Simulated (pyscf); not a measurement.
This saddle point was located with ωB97X-D3(BJ)/def2-SVP in PySCF.

```
C
H 1 1.1003
H 1 1.1021 2 111.31
H 1 1.1078 2 106.17 3 -112.85
H 1 1.5166 2 119.73 4 -75.72
Cl 5 1.5353 1 159.52 2 -85.59
Ga 5 1.9040 1 72.99 2 -90.16
F 7 1.7459 5 121.21 1 93.84
F 7 1.7466 8 118.45 2 137.27
```
Charge 0, spin multiplicity 1.

Surface: singlet, charge 0. Lowest wavenumbers (cm⁻¹): 1219i, 103, 126, 150, 176.

### Question
Which two sides does it connect, and which bonds change?

### Answer
H₃C–Ga(F)–F + hydrogen chloride (HCl) <-> methane (CH₄) + F–Ga(F)–Cl, a four-centre exchange read from left to right: C–Ga, Cl–H broken and C–H, Cl–Ga formed. At ωB97M-D3(BJ)/def2-TZVP it lies +0.70 eV from the left side and +1.71 eV from the right (each side as separated species at their lowest minima found). On the reactant side the descent ends in an adduct with a Cl–Ga contact (not fully relaxed), 0.44 eV under the separated species and 1.01 eV under the saddle at ωB97X-D3(BJ)/def2-TZVP. On the product side the descent ends in a complex, 0.25 eV under the separated species and 1.91 eV under the saddle at ωB97X-D3(BJ)/def2-TZVP. What is counted as formed (Cl–Ga) is already present as a longer contact in the reactant adduct; forming that adduct is a step of its own. At ωB97X-D3(BJ) the barrier from the zero used here is 0.58 eV. This is the saddle that the search found; another between the same sides may lie lower. Elements up to Kr have no core potential and no relativistic terms here.
